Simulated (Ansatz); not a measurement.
# AlPH₆: a ladder of functionals and wavefunction methods

One table from this session's results is given with a row withheld; the runs are named, their logs left out.

The runs use Ansatz 0.2.0, Gaussian basis; functionals in def2-TZVPP, the program's frozen cores in correlated methods.

The runs, in order: LDA (SPW92), PBE-D4, revPBE-D4, BLYP-D4, r2SCAN-D4, B97M-V, PBE0-D4, B3LYP-D4, r2SCANh-D4, r2SCAN0-D4, HSE06-D4, BHLYP-D4, CAM-B3LYP-D4, LC-ωPBE, ωB97X-V, ωB97M-V, B2PLYP, PBE-QIDH; CCSD(T)/def2-SVP; CCSD(T)/def2-TZVPP; MP2/def2-QZVPP; extrapolation to the limit; RPA on PBE.

2 further runs of the same task are left out: 2 that didn't finish.

## The geometry

All runs share one geometry, relaxed beforehand with PBE0-D4 in a triple-zeta def2 set.

SMILES `[AlH3-][PH3+]`, 8 atoms, charge 0, spin multiplicity 1.

Atoms are counted from 1 here; the program's logs count them from 0.

Bond lengths: Al1–P2 2.514 Å, Al1–H3 1.598 Å, Al1–H4 1.598 Å, Al1–H5 1.598 Å, P2–H6 1.409 Å, P2–H7 1.409 Å, P2–H8 1.409 Å. Angles: P2–Al1–H3 96.8°, P2–Al1–H4 96.8°, P2–Al1–H5 96.8°, H3–Al1–H4 118.6°, H3–Al1–H5 118.6°, H4–Al1–H5 118.6°, Al1–P2–H6 118.9°, Al1–P2–H7 119.0°, Al1–P2–H8 119.0°, H6–P2–H7 98.5°, H6–P2–H8 98.5°, H7–P2–H8 98.5°.

Set-up of the first run:

File in.yaml:

```yaml
crystal:
  periodic: [false, false, false]
  atoms:
    - {symbol: Al, position_ang: [-0.472059, 0.166915, -1.354480]}
    - {symbol: P, position_ang: [0.371450, -0.137046, 0.994620]}
    - {symbol: H, position_ang: [0.029996, -1.240687, -1.920089]}
    - {symbol: H, position_ang: [-2.016434, 0.334663, -0.979965]}
    - {symbol: H, position_ang: [0.379780, 1.475822, -1.692949]}
    - {symbol: H, position_ang: [0.167186, 0.896877, 1.930472]}
    - {symbol: H, position_ang: [1.750255, -0.340237, 1.204815]}
    - {symbol: H, position_ang: [-0.118074, -1.213406, 1.761674]}
basis:
  gaussian: {orbitals: def2-TZVPP}
hamiltonian: {xc: lda}
output: {orbitals: {seedname: orbitals}}
```

Started as:

```
$ ansatz run in.yaml --threads 4 --pin off --events-out ev --progress --plain --max-ram 10444MiB
```

Steps of the session up to this table: LDA; PBE-D4 (GGA); revPBE-D4 (GGA); BLYP-D4 (GGA); r2SCAN-D4 (meta-GGA); B97M-V (meta-GGA); PBE0-D4 (hybrid); B3LYP-D4 (hybrid); r2SCANh-D4 (hybrid); r2SCAN0-D4 (hybrid); HSE06-D4 (hybrid); BHLYP-D4 (hybrid); CAM-B3LYP-D4 (range-separated); LC-ωPBE (range-separated); ωB97X-V (range-separated); ωB97M-V (range-separated); B2PLYP (double hybrid); PBE-QIDH (double hybrid).

One table of the session follows, with a row left open; its other results are not shown here.

It belongs to the step «Frontier levels by functional». 

| functional | HOMO (eV) | gap (eV) |
| --- | --- | --- |
| LDA (SPW92) | ? | ? |
| PBE-D4 | -6.60 | 5.42 |
| revPBE-D4 | -6.57 | 5.44 |
| BLYP-D4 | -6.51 | 5.46 |
| r2SCAN-D4 | -6.89 | 5.98 |
| B97M-V | -7.01 | 5.89 |
| PBE0-D4 | -7.83 | 7.56 |
| B3LYP-D4 | -7.65 | 7.17 |
| r2SCANh-D4 | -7.34 | 6.76 |
| r2SCAN0-D4 | -8.02 | 7.92 |
| HSE06-D4 | -7.42 | 6.78 |
| BHLYP-D4 | -9.02 | 9.63 |
| CAM-B3LYP-D4 | -9.23 | 9.98 |
| LC-ωPBE | -10.61 | 12.52 |
| ωB97X-V | -10.26 | 12.04 |
| ωB97M-V | -10.07 | 11.47 |

Q: Estimate the row for LDA (SPW92) from the others.

The run gave: HOMO (eV): -6.63; gap (eV): 5.34. In the column «HOMO (eV)» it lies between r2SCAN-D4 (-6.89) and PBE-D4 (-6.60).
